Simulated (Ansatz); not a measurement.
`C/C=N/CF`, relaxed with RKS PBE-D4/def2-SVP in Ansatz 0.2.0 from a rough embedded geometry. The force threshold is 0.03 eV/Å; the program also tests the step.

Charge 0, multiplicity 1.

Start:

```xyz
11

C     0.622   -0.119    1.772
C     0.162    0.242    0.405
N    -0.273   -0.653   -0.413
C    -0.560   -0.067   -1.792
F    -1.020   -1.084   -2.531
H     1.606    0.114    1.932
H     0.470   -1.231    1.909
H    -0.031    0.367    2.468
H     0.217    1.341    0.127
H     0.247    0.418   -2.228
H    -1.441    0.673   -1.649
```

How much energy does the relaxation release, and in how many steps? (Best estimate.)

Ansatz gave: 56.37 kJ/mol, in 17 steps, 4 of them rejected.

Which bonds change most? (An estimate is asked.)

Ansatz gave: N3–C4 from 1.526 to 1.432 Å; C1–H6 from 1.023 to 1.111 Å; C4–H10 from 1.038 to 1.123 Å; C4–F5 from 1.337 to 1.379 Å.

Give the relaxed structure. (An estimate is asked.)

Computed: 
```xyz
11

C     0.577   -0.148    1.778
C     0.262    0.222    0.364
N    -0.428   -0.528   -0.407
C    -0.707   -0.058   -1.730
F    -0.518   -1.076   -2.642
H     1.674   -0.125    1.952
H     0.181   -1.154    2.012
H     0.134    0.592    2.480
H     0.668    1.208    0.009
H    -0.066    0.811   -2.041
H    -1.779    0.255   -1.775
```
